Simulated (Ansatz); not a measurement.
Calculated with Ansatz (gas phase, PBE0-D4/def2-TZVP geometries, no zero-point term in ΔE). CBS: def2 TZ/QZ extrapolation, frozen cores. Functionals use def2-TZVPP. HSE06 is defined as in plane-wave codes.

Consider the isomerisation: `C1=CC1` → `C#CC`.

Problem. Is it downhill or uphill in electronic energy at CCSD(T)/CBS, and by how much? (Estimate.)

Solution. Ansatz gave: Downhill: ΔE = -97.7 kJ/mol.

Problem. What do these levels give: LDA (SPW92), HSE06-D4, r2SCANh, r2SCAN0, CCSD/cc-pV(D+d)Z, MP2/cc-pV(T+d)Z? (Estimate.)

Solution. The calculation gave: LDA (SPW92) -70.9, HSE06-D4 -79.3, r2SCANh -86.4, r2SCAN0 -84.6, CCSD/cc-pV(D+d)Z -96.3, MP2/cc-pV(T+d)Z -99.7 kJ/mol.

Largest T1 diagnostic among the species: 0.011.

At CCSD(T), def2-SVP lies +8.4 kJ/mol from the extrapolated value and def2-TZVPP −0.1 kJ/mol. Leaving LDA and LC-ωPBE aside and taking each functional with its dispersion term where it has one, the values, not all of them listed here, spread over 23.5 kJ/mol, from B2PLYP to PBE0-D4. LDA lies +9.7 kJ/mol from PBE without D4.
